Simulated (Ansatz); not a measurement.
CCSD(T) forces

CH$_{3}$BF (SMILES B[CH-]F) (charge -1), closed shell, displaced at random from a GFN2-xTB minimum.

```xyz
6
angstrom
B -0.4446 -0.0202 -0.6312
C 0.3698 -0.0577 0.5554
F 0.9422 1.0659 1.2616
H -0.8182 -1.0494 -1.0881
H -0.7589 0.9823 -1.1547
H 0.7448 -0.9062 1.1243
```

Program: Ansatz 0.2.0. Basis: def2-TZVPPD. Cores are frozen in the correlated methods.

CCSD(T) forces from the calculation:
```
atom      Fx      Fy  Fz (eV/Å)
  B1   0.218   0.087      0.359
  C2   0.694  -0.049      0.829
  F3  -0.350   0.010     -0.441
  H4  -0.160  -0.599     -0.178
  H5  -0.251   0.807     -0.431
  H6  -0.150  -0.256     -0.138
```

Problem. Which atom feels the largest CCSD(T) force, and how large is it?

Solution. C2, 1.08 eV/Å, along (0.64, -0.05, 0.77).

Root-mean-square difference of the force components from those of CCSD(T): PBE0-D4 0.180; wB97M-V 0.193; r2SCAN-D4 0.164; PBE-D4 0.193; BHLYP-D4 0.242; B97M-V 0.204 eV/Å.

T1 diagnostic: at most 0.016. These are differences at one structure, and CCSD(T) in triple zeta is itself an approximation.

For scale, one of the runs: CCSD(T)/def2-TZVPPD forces, 165 basis functions (an equivalent command: `ansatz run in.yaml --threads 4`). Hardware: 4 CPU threads, shared host. Wall time 57 s; peak host memory 2.6 GiB.
